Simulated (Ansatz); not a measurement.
Relaxed structures of SiH$_{3}$SO, doublet (PBE0-D4/def2-TZVP; forces vanish, vibrations not checked; lower isomers may exist, and structures with a doubtful reference or unclear bonds are left out; Å). Program: Ansatz 0.2.0. Basis: def2-TZVPP. Cores are frozen in the correlated methods; orbitals are unrestricted.

Q: Rank them by CCSD(T) energy, lowest first, and give each one's height above the lowest. Links in brackets join atoms within 1.22 times the sum of their covalent radii (1.1 for two metals). (To be estimated.)
A.
SiH₃SO ([OH][SiH][SH])
```
6
angstrom
Si -0.4384 -0.2725 0.0444
O -0.2290 -1.7978 -0.5439
S 1.3640 0.7441 0.5960
H -1.0128 0.4915 -1.0943
H 0.3231 -2.3984 -0.0394
H 1.3920 0.2718 1.8530
```
B.
SiH₃SO ([OH][SiH2][S])
```
6
angstrom
Si -0.2134 0.0904 -0.6160
O -0.0848 -1.4480 -0.0648
S 1.5646 1.2329 -0.5648
H -0.7101 -0.0426 -2.0028
H -1.1267 0.9207 0.2202
H 0.3499 -1.5862 0.7786
```
C.
SiH₃SO ([SiH2][O][SH])
```
6
angstrom
Si -0.9851 0.0522 -0.3886
O 0.5580 -0.5686 -0.2151
S 1.5852 0.1907 0.8438
H -1.5386 -0.6553 -1.5765
H -0.9221 1.5272 -0.6008
H 1.3026 -0.5461 1.9373
```

A: By the calculation: B (0.00 kcal/mol), A (3.80 kcal/mol), C (54.29 kcal/mol). Heights count from the lowest.

The T1 diagnostic stays at or below 0.016. ⟨S²⟩ of the unrestricted Hartree–Fock references: 0.75 to 0.76 (a pure state has 0.75).

For scale, one of the runs: CCSD(T)/def2-TZVPP, 157 basis functions, launched by `ansatz run in.yaml --threads 2 --pin off --events-out ev --progress --plain --max-ram 4352MiB`. Time: 96 s of wall clock on 2 CPU threads of an Intel Xeon Platinum 8259CL; the host was shared. Peak host memory: 2.5 GiB.
